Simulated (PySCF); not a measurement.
C4H6N2: full NMR table

| Property | Result |
| --- | --- |
| Formula | C4H6N2 |
| SMILES | Cn1ccnc1 |
| InChI | InChI=1S/C4H6N2/c1-6-3-2-5-4-6/h2-4H,1H3 |
| Point group of the computed structure | C1 |
| Degrees of unsaturation | 3 |
| Carbon signals | 4 |
| Proton signals | 4 |

Atom-mapped SMILES (the numbers label the heavy atoms): `[CH3:1][n:2]1[cH:3][cH:4][n:5][cH:6]1`; H(Xn) means a hydrogen on atom n.

No solvent model, equivalent nuclei averaged, no relativistic terms, single conformer. Couplings computed with B3LYP/pcJ-1 (spin–dipole term only in couplings to heteroatoms); shieldings: GIAO PBE0/pcSseg-1; GFN2-xTB geometry; PySCF 2.14.0 with density-fitted response routines.

Chemical shifts δ = σref − σ; 1H (σ = 31.72 ppm) and 13C (σ = 186.93 ppm) against TMS; NH3 for 15N (σ = 267.73 ppm), all at this level.

| carbon | δC, type | δH (multiplicity, J in Hz) | HMBC from (abs. J ≥ 3 Hz) | span of the C tensor (ppm) |
| --- | --- | --- | --- | --- |
| C1 | 33.6, CH3 | 3.77 (s) | – | 54 |
| C3 | 122.6, CH | 6.86 (t, 1.5) | H(C4), H(C6), H(C1) | 150 |
| C4 | 137.2, CH | 7.30 (d, 1.6) | H(C6), H(C3) | 158 |
| C6 | 140.3, CH | 7.15 (d, 1.4) | H(C4), H(C3), H(C1) | 127 |

Other nuclei:
```csv
atoms,nucleus,environment,δ (ppm),σ (ppm)
N5,15N,pyridine-type nitrogen of an azole,305.0,-37.3
N2,15N,pyrrole-type ring nitrogen,183.8,83.9
```

Selected couplings (Hz, signed; the shortest-range and largest first, 30 at most; isotopes 13C, 1H, 15N): 1J(C6,H(C6)) 211.1, 1J(C4,H(C4)) 195.1, 1J(C3,H(C3)) 189.9, 1J(C1,H(C1)) 142.7, 1J(C3,C4) 73.0, 1J(N2,C3) -17.4, 1J(C1,N2) -13.4, 1J(N2,C6) -12.7, 1J(C4,N5) 2.2, 1J(N5,C6) -1.2, 2J(N5,H(C6)) -12.5, 2J(C3,C6) 11.6, 2J(N5,H(C4)) -10.9, 2J(N2,H(C6)) -9.6, 2J(N2,C4) -6.9, 2J(N2,H(C3)) -5.0, 2J(C1,C3) 3.1, 2J(C1,C6) 2.8, 2J(C4,C6) -2.3, 2J(C3,N5) 1.8, 2J(N2,N5) -1.6, 3J(C1,C4) 3.6, 3J(N2,H(C4)) -3.2, 3J(H(C3),H(C4)) 1.6, 4J(H(C3),H(C6)) 1.4.

1. Carbon types of the structure: 3 × CH, 1 × CH3, which accounts for all hydrogens.
2. δC 140.3: aromatic CH between two ring heteroatoms.
3. δC 137.2, 122.6: aromatic CH next to a ring nitrogen.
4. δH 7.30, 6.86: hydrogen on an aromatic CH next to a ring nitrogen; aromatic region.
5. δH 7.15: hydrogen on an aromatic CH between two ring heteroatoms; it sits in the deshielding region of the aromatic ring current.
6. δH 3.77: hydrogen on a methyl carbon bonded to N; its carbon carries N, hence the downfield position.

Splittings below 1 Hz are ignored in the labels, and close J values are merged. Unscaled 3J(H,H) at this level run about 10 % above measured values. Shifts are as computed. Against solution values, carbons near 30 ppm lie about +3 ppm off and those near 130 ppm about +5 ppm. Of 1211 compounds with measured shifts, 218 miss one by over three times the rms of a fit or turn the order of signals round; such compounds aren't used in these exercises. Experimental scales use liquid or dissolved standards, which lie at an offset from isolated NH3 (liquid NH3: subtract about 20 ppm). Unscaled 15N shifts of sp2 nitrogen come out 20 to 40 ppm too high even then.
